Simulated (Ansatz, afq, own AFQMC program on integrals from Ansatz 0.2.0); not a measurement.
Atomization energy of SiH2, singlet

```xyz
3

Si    0.0000   -0.0715    0.0000
H     0.0000    0.9958   -1.0900
H     0.0000    0.9958    1.0900
```

Atoms in their ground-state spins without spin–orbit coupling (mostly on UHF) minus the molecule (RHF), without zero-point energy. The geometry is a stationary point, not shown to be a minimum.

Basis cc-pVDZ. Noble-gas cores (and the filled d shells of Ga–Kr and In–Xe) are frozen. Integrals, coupled cluster, full CI and functionals: Ansatz 0.2.0; the random walks run on the same integrals in our own AFQMC program. ph-AFQMC/CISD is guided by a CISD state made of CCSD amplitudes; releasing the constraint for a short imaginary time cuts its bias at the price of noise, slowly where states lie close. Free AFQMC starts from the CCSD state and is never constrained. Its projection time is finite, and what remains of the start isn't in its error. Uncertainties: one standard error, sampling alone. The errors of all members are added in quadrature.

Full CI on the same integrals is exact in this basis and with this determinant's frozen core.

The best estimate is CCSD(T) at the basis-set limit (CBS: def2-TZVPP and def2-QZVPP, with their diffuse functions for anions and beside diffuse sets, CCSD(T) itself extrapolated) plus the step from CCSD(T) to full CI in cc-pVDZ. Rows without CBS are in cc-pVDZ, the functionals in def2-TZVP; B2PLYP and the wave-function rows carry a basis error of their own. Core correlation and relativity beyond core potentials are missing, and ± holds the sampling alone.

Cautions: SiH₂ (singlet): higher spins were not checked, restricted determinant unstable towards unrestricted (UHF 90 meV lower, ⟨S²⟩ 0.38).

Best estimate: 6.685 eV.

| level | atomization energy (eV) | error against the best estimate (eV) |
| --- | --- | --- |
| HF | 4.618 | -2.067 |
| MP2 | 5.799 | -0.886 |
| CCSD | 6.055 | -0.630 |
| CCSD(T) | 6.089 | -0.596 |
| CCSDT | 6.095 | -0.590 |
| CCSDT(Q) | 6.096 | -0.588 |
| ph-AFQMC/CISD | 6.093 ± 0.003 | -0.592 ± 0.003 |
| released AFQMC | 6.096 ± 0.004 | -0.589 ± 0.004 |
| free AFQMC | 6.097 ± 0.005 | -0.588 ± 0.005 |
| FCI | 6.097 | -0.588 |
| HF/CBS | 4.794 | -1.891 |
| MP2/CBS | 6.412 | -0.273 |
| CCSD(T)/CBS | 6.678 | -0.007 |
| PBE | 6.415 | -0.269 |
| PBE0 | 6.383 | -0.301 |
| B3LYP | 6.660 | -0.024 |
| wB97M-V | 6.732 | 0.048 |
| B2PLYP | 6.491 | -0.194 |

Correlation beyond CCSD(T) adds 0.007 eV. Going to the basis-set limit adds 0.588 eV at CCSD(T). The perturbative (T) step is worth +0.034 eV. The functionals spread over 0.349 eV; B3LYP and wB97M-V come nearest and PBE0 is 0.301 eV too low.

Best estimates are given only where the step beyond CCSD(T) is under 0.3 eV and no member's determinant is very poor (T1 over 0.05, or 0.07 for open shells, ⟨S²⟩ too high by 0.3, two states mixed), so the hardest cases are missing from such tables.

The functionals ran in a triple-zeta set and keep a basis error of their own, a few kJ/mol for each bond in atomization energies and more for double hybrids, so close places among them and the extrapolated levels can swap.

CCSDT and higher add their correlation energy to the determinant of the CCSD(T) run, since their own runs factorise the integrals more tightly (a shift of under 2 meV). Free projections are given only where their last times agree within the noise and don't stop above the reference; a slow remainder of the start can still hide under it. Each member of a difference takes its own highest rung, so a best estimate needn't equal the limit plus the step of one row. A walk keeps the symmetry of its determinant, which the program's search chose and which needn't be the lowest solution, so a lower state of the same spin and another symmetry isn't excluded. Released energies are given only where the last usable release times agree within the noise; a slower fall can still hide under it.
